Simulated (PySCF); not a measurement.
Simulated C 1s region for c-crotononitrile (`C/C=C\C#N`), binding energy against the vacuum level.

Every computed line was given a Gaussian of 1.0 eV full width at half maximum and an area set by the number of equivalent atoms; the highest printed point is 100. The calculation used delta-SCF UKS SCAN, pcX-2 on the ionised atom, pcseg-1 elsewhere, spin-free X2C in PySCF.

binding energy (eV), intensity and a bar:
```
    289.9          0 
    290.0          0 
    290.1          1 
    290.2          1 
    290.3          2 #
    290.4          4 #
    290.5          7 ##
    290.6         12 ###
    290.7         18 #####
    290.8         26 ########
    290.9         36 ###########
    291.0         48 ##############
    291.1         61 ##################
    291.2         74 ######################
    291.3         85 #########################
    291.4         93 ############################
    291.5         98 ##############################
    291.6        100 ##############################
    291.7         98 #############################
    291.8         93 ############################
    291.9         85 ##########################
    292.0         76 #######################
    292.1         66 ####################
    292.2         56 #################
    292.3         45 ##############
    292.4         36 ###########
    292.5         27 ########
    292.6         20 ######
    292.7         14 ####
    292.8          9 ###
    292.9          6 ##
    293.0          4 #
    293.1          2 #
    293.2          1 
    293.3          1 
    293.4          0 
    293.5          0 
    293.6          0
```

Task: Count the maxima, the lines and the sites behind this envelope.

Result: The curve has 1 maximum (at 291.6 eV). Under it lie 4 lines from 4 inequivalent carbon sites. At this width some lines have no maximum of their own.

Task: Decompose the envelope and assign each component. Numbering: `[CH3:1]/[CH:2]=[CH:3]\[C:4]#[N:5]`.

Result: 
```tsv
position (eV)	relative area	line	atoms	environment
291.38	1	C 1s	C1	allylic carbon
291.42	1	C 1s	C2	alkene CH carbon
291.69	1	C 1s	C3	alkene CH carbon
292.11	1	C 1s	C4	nitrile carbon
```

Task: What are the centre and the root-mean-square width of the whole band?

Result: The area-weighted mean of the lines is 291.65 eV. Their own spread about it is 0.29 eV (rms) and each Gaussian has σ = 1.0/2.355 = 0.42 eV; the variances add, which gives 0.51 eV.

The listed C 1s values span 0.73 eV, from C1 (bonded to C and 3 H) to C4 (bonded to N (triple bond) and C). The widest gap between neighbouring values is 0.42 eV, between 291.69 and 292.11 eV. Summing the Pauling electronegativity differences to the bonded atoms, each weighted by its formal bond order, gives -1.05 for the lowest site and +1.47 for the highest; no listed site has a larger sum than the highest. The values 291.38 and 291.42 eV lie too close for their order to be trusted.

Shake-up satellites, vibrational structure and lifetime widths aren't simulated. Isolated species at its GFN2-xTB geometry, gas phase.
